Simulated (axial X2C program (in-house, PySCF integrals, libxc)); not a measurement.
# Curves of BH⁺ by EOM-EA-CCSD

Calculated with an in-house all-electron X2C program for linear molecules (integrals from PySCF): two-component X2C with atomic mean-field Coulomb and Gaunt terms, Gaussian nuclei, basis B dyall-av3z, H dyall-av3z with contracted cores.

Energies in eV from the lowest point of the lowest state; states are followed by energy order within each Ω. Reference: BH²⁺, 2 electrons correlated in 92 virtual spinors with an MP2 remainder; levels at this size can be off by some tenths of an eV. Masses 11.009 and 1.008 u.

| R (Å) | (1)Ω=1/2 | (2)Ω=1/2 | (1)Ω=3/2 |
| --- | --- | --- | --- |
| 1.111 | 0.1004 | 3.5155 | 3.5176 |
| 1.160 | 0.0171 | 3.3891 | 3.3911 |
| 1.208 | 0.0000 | 3.3276 | 3.3296 |
| 1.262 | 0.0414 | 3.3188 | 3.3207 |
| 1.317 | 0.1302 | 3.3587 | 3.3606 |
| 1.389 | 0.2987 | 3.4673 | 3.4692 |

(1) Fit the curves (1)Ω=1/2, (2)Ω=1/2, (1)Ω=3/2 near their minima.

T1 of the reference reaches 0.023 (Lee–Taylor). Curves followed by order can swap character. Number of frozen shells: B 1 s; H none. Roots with under 60 % one-particle weight at any point are counted in the labels but not shown, and the list ends where the roots sought for some Ω run out; states that need a further excitation are missing and may lie low or lowest. Curves with a minimum but no constants failed the fit check.

Answers

(1) At EOM-EA-CCSD from BH²⁺ (the fit fixes ωe to about one per cent; ωe of higher roots by this method can be off by ten per cent):

| state | Te (cm⁻¹) | Re (Å) | ωe (cm⁻¹) |
| --- | --- | --- | --- |
| (1)Ω=1/2 | 0 | 1.198 | 2609.1 |
| (2)Ω=1/2 | 26750 | 1.243 | 2311.1 |
| (1)Ω=3/2 | 26770 | 1.243 | 2310.8 |
